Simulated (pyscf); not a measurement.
7 transition-metal steps of one kind (hydrogen abstraction, radical): reaction energy in kcal/mol, from the separated reactants or the lowest minimum found. Single points on ωB97X-D3(BJ)/def2-SVP structures (PySCF, gas phase). Functionals in def2-TZVP; the last column is ωB97M-D3(BJ)/def2-TZVP. Rows were drawn at random from the steps of this kind and element class whose saddle was verified and whose references are stable.

| step | PBE | M06-2X | B3LYP-D3(BJ) | ωB97M-D3(BJ) |
|---|---|---|---|---|
| [HN–Zr(NH₂)(Cl)–Cl]• + H₂ → H₂N–Zr(NH₂)(Cl)–Cl + H• | -7.8 | -9.6 | -4.5 | -9.0 |
| [HN–Zr(Cl)(Cl)–Cl]• + H₂ → H₂N–Zr(Cl)(Cl)–Cl + H• | -10.8 | -10.8 | -6.5 | -10.3 |
| H₃C–Hf(Cl)(Cl)–Cl + H• → [H₂C–Hf(Cl)(Cl)–Cl]• + H₂ | -3.1 | -4.1 | -7.3 | -3.9 |
| [HN–Ti(NH₂)(Cl)–Cl]• + H₂ -> H₂N–Ti(NH₂)(Cl)–Cl + H• | -5.5 | -10.6 | -3.4 | -9.0 |
| HS–Ti(Cl)(Cl)–Cl + H• → [S–Ti(Cl)(Cl)–Cl]• + H₂ | -14.7 | -15.4 | -18.7 | -14.7 |
| H₃C–CH₂–ZnH + CH₃• -> [H₃C–CH₂–Zn]• + CH₄ | -34.5 | -37.7 | -33.9 | -32.1 |
| [O–Ti(OH)(OH)–Cl]• + H₂ → HO–Ti(OH)(OH)–Cl + H• | -16.6 | -18.9 | -13.0 | -17.3 |

Differences from the last column (kcal/mol): PBE: mean +0.5, median +0.7, mean size 1.3, lower in 2 of 7; M06-2X: mean -1.6, median -0.8, mean size 1.6, lower in 7 of 7; B3LYP-D3(BJ): mean +1.3, median +3.8, mean size 3.9, lower in 3 of 7. PBE is closest for row 5 (0.0 kcal/mol apart) and farthest for row 4 (3.5 kcal/mol). PBE, r²SCAN and M06-2X carry no added dispersion term. The last column is a level with limits of its own. Open-shell species with a d-block atom are single-reference here; other states, and whether the spin sits on metal or ligand, were not checked. Elements up to Kr have no core potential and no relativistic terms here. Elements past Kr carry the def2 core potentials, without spin-orbit coupling.
